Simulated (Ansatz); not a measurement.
in.yaml

```yaml
crystal:
  periodic: [false, false, false]
  atoms:
    - {symbol: Si, position_ang: [0.000000, 0.000000, 0.214000]}
    - {symbol: P, position_ang: [0.000000, 0.000000, -1.911000]}
    - {symbol: H, position_ang: [0.000000, 0.000000, 1.697000]}
basis:
  gaussian: {orbitals: 6-31G}
correlation: {method: fic_mrcisd_q, electrons: outside_noble_gas, active_space: {window: {electrons: 2, orbitals: 2}}}
```

```sh
$ ansatz run in.yaml --threads 1 --pin off --events-out ev --progress --plain --max-ram 2393MiB
```

Log:

```
312 factors; integrals over basis functions are off by at most 1.8e-4 eV
mean field evaluation 1: about -17143.4055 eV, gradient 1.8e1 eV
mean field evaluation 2: about -17143.4085 eV, gradient 1.8e1 eV
mean field evaluation 4: about -17145.0358 eV, gradient 1.3e0 eV
mean field evaluation 8: about -17145.0517 eV, gradient 5.2e-2 eV
mean field -17145.05171135 eV, -630.0690290585 hartree, gradient 1.7e-6 eV, S^2 0.000000; 0 other end points of the search recorded, 0 dependent functions left out; unrestricted orbitals would lower it
reference -17145.05171135 eV, -630.0690290585 hartree; 15, 15 occupied and 13, 13 virtual orbitals, 312 factors
state -17145.81889402 eV, -630.0972225017 hartree
contracted CI cycle   1: correlation 0.00000000 eV, 0.0000000000 hartree, residual 1.05e1 eV
contracted CI cycle   2: correlation -2.85340022 eV, -0.1048605241 hartree, residual 2.76e0 eV
contracted CI cycle   3: correlation -3.12660569 eV, -0.1149006397 hartree, residual 9.22e-1 eV
contracted CI cycle   4: correlation -3.15922782 eV, -0.1160994808 hartree, residual 3.60e-1 eV
contracted CI cycle   5: correlation -3.16384223 eV, -0.1162690572 hartree, residual 1.27e-1 eV
contracted CI cycle   6: correlation -3.16438859 eV, -0.1162891359 hartree, residual 4.15e-2 eV
contracted CI cycle   7: correlation -3.16444612 eV, -0.1162912500 hartree, residual 1.35e-2 eV
contracted CI cycle   8: correlation -3.16445265 eV, -0.1162914901 hartree, residual 3.98e-3 eV
contracted CI cycle   9: correlation -3.16445318 eV, -0.1162915094 hartree, residual 1.20e-3 eV
contracted CI cycle  10: correlation -3.16445323 eV, -0.1162915114 hartree, residual 4.44e-4 eV
state -17145.81889402 eV, -630.0972225017 hartree; corrected -17149.40136940 eV, -630.2288760436 hartree
Total energy: -17149.40136940 eV, -630.2288760436 hartree
```

Natural occupations: 1.8308 0.1692.

For the same geometry and basis full CI lies 100.4 meV lower.

Ran on 1 thread of Arm Neoverse V2, shared host: 0.54 s wall, 0.15 GiB peak host memory.
